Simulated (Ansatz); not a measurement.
## H2B–P⁺, doublet: reading a ladder of total energies

Geometry: that of the H2B–P, singlet, kept fixed.

```xyz
4

B     0.0000    0.0000    1.1993
P     0.0000    0.0000   -0.5361
H     0.0000    1.0399    1.8053
H     0.0000   -1.0399    1.8053
```

Basis cc-pVDZ; Ansatz 0.2.0. Correlated methods freeze the noble-gas cores, which leaves 9 electrons in 36 orbitals. Prefix R: restricted or restricted open-shell reference.

Full CI isn't at hand for all of this; RCCSDTQ serves as the reference, and is uncertain by about the last step of the cluster series.

Runs differ by some tens of microhartree through their thresholds and, for an open shell, their frozen cores, so steps under 0.03 kcal/mol mean nothing.

```tsv
level	total energy (hartree)
RHF	-366.194330
RMP2	-366.347946
RCCSD	-366.386632
RCCSD(T)	-366.392449
RCCSDT	-366.393864
RCCSDT(Q)	-366.394182
RCCSDTQ	-366.394222
```

Question: What is the correlation energy at RCCSDTQ, and what share of it do RMP2 and RCCSDT recover?

Answer: E(corr) = -366.394222 − (-366.194330) = -0.199892 hartree = -5.439 eV. RMP2: -0.153616 / -0.199892 = 76.85 %. RCCSDT: -0.199534 / -0.199892 = 99.82 %.

Question: By how many kcal/mol does RCCSD(T) miss RCCSDTQ (1 hartree = 627.509 kcal/mol), and which steps make up the rest?

Answer: -366.392449 − (-366.394222) = 0.001773 hartree = 1.11 kcal/mol. Steps: RCCSDT − RCCSD(T) = -0.89, RCCSDT(Q) − RCCSDT = -0.20, RCCSDTQ − RCCSDT(Q) = -0.03 kcal/mol. Differences between like states or geometries often cancel part of this.
